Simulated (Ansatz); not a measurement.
Geometry optimisation, UKS PBE-D4/def2-SVP (Ansatz 0.2.0).

The input (input.yaml):

```yaml
crystal:
  periodic: [false, false, false]
  atoms:
    - { symbol: Al, position_ang: [-1.2538, -0.1508, -1.3403] }
    - { symbol: H, position_ang: [0.334, 1.0026, -1.7399] }
    - { symbol: H, position_ang: [-1.2978, -1.4765, -2.1258] }
    - { symbol: H, position_ang: [-2.5642, 0.607, -1.0446] }
    - { symbol: H, position_ang: [0.5061, 0.6614, -0.8331] }
    - { symbol: O, position_ang: [0.245, -0.0086, 0.2291] }
    - { symbol: C, position_ang: [0.8807, -0.1356, 1.4638] }
    - { symbol: H, position_ang: [0.1648, -0.4677, 2.2197] }
    - { symbol: H, position_ang: [1.29, 0.8327, 1.7697] }
    - { symbol: H, position_ang: [1.6953, -0.8645, 1.4014] }
magnetization:
  spin_polarized: true
basis:
  gaussian: { orbitals: def2-SVP }
hamiltonian:
  xc: pbe
  dispersion: d4
relax:
  f_tol: 0.15
  max_steps: 25
  restrain:
    - { distance: [0, 5], at: 3.17, k: 30.0 }
    - { distance: [4, 1], at: 1.92, k: 30.0 }
    - { distance: [0, 1], at: 1.52, k: 30.0 }
    - { distance: [4, 5], at: 0.97, k: 30.0 }
```

Launched with:

```bash
$ ansatz run input.yaml --threads 2 --pin off --max-ram 3072MiB --backend cpu --events-out ev --progress --plain --runs-dir out
```

Question: Where does it end, and by what steps?

Answer: It converged. The restraints hold the end off the free minimum. After 7 steps the energy has fallen by 0.279 eV (the restraints' own energy left out); Al1 moved furthest, 0.74 Å. Joined: Al1–H2 (2.00 → 1.55 Å), H5–O6 (1.28 → 0.98 Å).

```csv
step,energy less start (eV),largest force component (eV/Å),accepted
0,0.0000,2.340,yes
1,0.3529,6.681,yes
2,0.4234,6.928,yes
3,0.3910,4.513,yes
4,0.1905,1.751,yes
5,-0.0506,1.317,yes
6,-0.2295,0.732,yes
7,-0.2787,0.684,yes
```

```xyz
10
Properties=species:S:1:pos:R:3
Al -1.526 0.063 -1.991
H -0.182 0.826 -1.863
H -1.574 -1.391 -2.656
H -2.874 0.752 -1.454
H 0.743 0.281 -0.258
O 0.434 -0.315 0.451
C 1.112 -0.091 1.671
H 0.455 -0.459 2.490
H 1.333 0.987 1.873
H 2.079 -0.654 1.737
```

Time of the run: 10 s on 2 threads of INTEL(R) XEON(R) PLATINUM 8581C CPU @ 2.10GHz (Emerald Rapids), on a shared host, peak memory 0.17 GiB.
